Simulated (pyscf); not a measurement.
**Concerted two-bond exchange: H₃Si–AsH–Ga (SMILES [SiH3][AsH][Ga]) [singlet] + H₂ (SMILES [H][H]) -> GaH (SMILES [GaH]) [singlet] + H₃Si–AsH₂ (SMILES [SiH3][AsH2])**

Gas phase, singlet surface, charge 0. Bonds broken: Ga1–As2, H3–H6. Bonds formed: Ga1–H6, As2–H3. Optimised with ωB97X-D3(BJ)/def2-SVP in PySCF.

Transition state (Å):

```xyz
9

Ga    -0.6045     0.7239     1.5048
As    -2.3450     0.2145    -0.8252
H     -1.5481     1.5714    -0.0339
H     -2.7588    -0.8115     0.2107
Si    -0.2126    -0.6753    -1.1561
H     -0.7194     2.2084     0.4983
H      0.2053    -0.5932    -2.5833
H     -0.0619    -2.0640    -0.6430
H      0.7641     0.2061    -0.3975
```

One imaginary mode, 1208i cm⁻¹; descent along it reached the two sides named, in the forms told below.

```csv
bond,change,reactant side (Å),saddle,product side
Ga1–As2,breaks,2.525,3.0,3.4
H3–H6,breaks,0.764,1.173,2.6
Ga1–H6,forms,2.8,1.797,1.700
As2–H3,forms,3.2,1.761,1.537
```

Electronic energies relative to the separated reactants (kcal/mol):

```csv
level,barrier,reaction energy,reverse barrier
ωB97X-D3(BJ)/def2-TZVP,29.2,+27.5,1.8
PBE/def2-TZVP,19.3,+22.0,-2.7
r²SCAN/def2-TZVP,20.5,+22.1,-1.6
B3LYP-D3(BJ)/def2-TZVP,24.5,+20.8,3.7
PBE0-D3(BJ)/def2-TZVP,21.2,+22.1,-0.9
M06-2X/def2-TZVP,27.9,+22.4,5.5
ωB97M-D3(BJ)/def2-TZVP,25.7,+18.3,7.4
HF/def2-TZVP,39.5,+9.0,30.5
```

With ωB97M-D3(BJ)/def2-TZVP energies and thermal terms (ideal gas, 1 atm, RRHO with modes under 100 cm⁻¹ raised to 100, one conformer, R ln 2 for chiral ones without a mode under 150 cm⁻¹), in kcal/mol:

| T (K) | ΔH‡ | ΔG‡ | ΔH | ΔG |
|---|---|---|---|---|
| 298 | 25.4 | 34.2 | +18.4 | +16.8 |
| 600 | 24.5 | 43.5 | +17.5 | +15.7 |
| 900 | 24.5 | 53.0 | +17.1 | +14.9 |
| 1200 | 24.8 | 62.5 | +16.9 | +14.2 |

On the product side the descent ends in a bound adduct, 11.0 kcal/mol under the separated species and 12.8 kcal/mol under the saddle at ωB97X-D3(BJ)/def2-TZVP. At PBE, r²SCAN, PBE0-D3(BJ) the saddle lies under the separated products, which points to a path from their complex (located at ωB97X-D3(BJ) alone), and parting the products costs more than the saddle. This saddle turned up in a search for another step; its sides and bond changes are read from the two ends of the descent. One saddle was located; it need not be the lowest between these sides. Elements up to Kr have no core potential and no relativistic terms here.
